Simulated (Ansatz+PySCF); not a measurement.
Two shapes of singlet H₂OF(-) in separate pieces.

Shape 1:

```xyz
4

F     0.0000    0.0000    0.0000
O    10.0000    0.0000   -0.1197
H    10.0000    0.7542    0.4787
H    10.0000   -0.7542    0.4787
```

Shape 2:

```xyz
4

F     0.0000    0.0000    0.0000
O    30.0331   -0.0941    0.0660
H    30.5670    0.6546   -0.2188
H    29.1678    0.0985   -0.3092
```

Basis set: cc-pVDZ (spherical functions). Frozen core: 2 orbitals. Charge -1, multiplicity 1.

Computed with Ansatz (development build ahead of 0.2.0); each method stands on the lowest determinant of its kind that the runs found.

(1) Which shape is lower in energy, and by how much in each method?

Answers

(1)

```tsv
method	E(2) − E(1) (eV)
RHF-MP2	-0.008
UHF-MP2	-0.008
RHF-CCSD	-0.007
PBE (restricted)	-0.163
r²SCAN (unrestricted)	-0.150
```

Shape 2 is lower. Caution: no diffuse functions for an anion. Caution for PBE (restricted), r²SCAN (unrestricted): charge can spread falsely over distant fragments.
